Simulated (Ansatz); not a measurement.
## How close CCSD(T) comes to the exact answer in a basis

Each species is computed at the geometry given (Å), with frozen cores, in Ansatz 0.2.0: RHF-CCSD(T) for singlets, UHF-CCSD(T) otherwise, and full CI in the same basis. The program picks the determinant by a search with trial CCSD, so it needn't be the lowest Hartree–Fock solution. States: HSiBe quartet Σ⁻ or Δ, H2B–Al triplet A1, BC⁺ triplet Σ⁻ or Δ, P2⁺ doublet Σg⁺ or Δg. Cases whose determinant has another symmetry than full CI's state, or lies over 0.5 eV above the lowest of its kind, whose (Q) step broke down or whose higher cluster runs on it stay over 0.1 eV above full CI weren't drawn.

Question: Judging by size, spin and bonding, rank them by the size of CCSD(T)'s error in total energy against full CI in the same basis, smallest first (an estimate).
A. HSiBe, quartet, 6-31G: Si 0.000 0.000 0.249; Be 0.000 0.000 -1.830; H 0.000 0.000 1.580
B. BC⁺, triplet, cc-pVDZ: B 0.000 0.000 0.000; C 0.000 0.000 1.528
C. H$_{2}$B–Al, triplet, 6-31G: B 0.000 0.000 3.262; Al 0.000 0.000 -1.643; H 0.000 2.568 4.494; H 0.000 -2.568 4.494
D. P2⁺, doublet, 6-31G: P 0.000 0.000 0.000; P 0.000 0.000 1.798

Answer: A (17.8 meV), C (48.8 meV), D (72.1 meV), B (174.1 meV).

```json
{"species": "HSiBe, quartet", "basis": "6-31G", "correlated electrons": "7", "CCSD(T) − full CI (meV)": "17.8", "CCSDT(Q) − full CI (meV)": "-0.3", "unpaired electrons (full CI)": "3.03", "T1": "0.024", "⟨S²⟩ of the determinant": "3.77"}
{"species": "H2B–Al, triplet", "basis": "6-31G", "correlated electrons": "8", "CCSD(T) − full CI (meV)": "48.8", "CCSDT(Q) − full CI (meV)": "-0.6", "unpaired electrons (full CI)": "3.24", "T1": "0.057", "⟨S²⟩ of the determinant": "2.90"}
{"species": "P2⁺, doublet", "basis": "6-31G", "correlated electrons": "9", "CCSD(T) − full CI (meV)": "72.1", "CCSDT(Q) − full CI (meV)": "-0.5", "unpaired electrons (full CI)": "1.21", "T1": "0.019", "⟨S²⟩ of the determinant": "0.77"}
{"species": "BC⁺, triplet", "basis": "cc-pVDZ", "correlated electrons": "6", "CCSD(T) − full CI (meV)": "174.1*", "CCSDT(Q) − full CI (meV)": "1.0", "unpaired electrons (full CI)": "2.70", "T1": "0.073", "⟨S²⟩ of the determinant": "2.93"}
```

Unpaired electrons are Σ n²(2−n)² over natural occupations; an open shell counts its own unpaired electrons too. Frozen cores follow each run's orbitals, which moves totals by a few meV. No single determinant describes H2B–Al, triplet well, by full CI's occupations. No single determinant describes BC⁺, triplet well, by full CI's occupations. An asterisk marks runs whose energy the program itself flagged as in doubt.
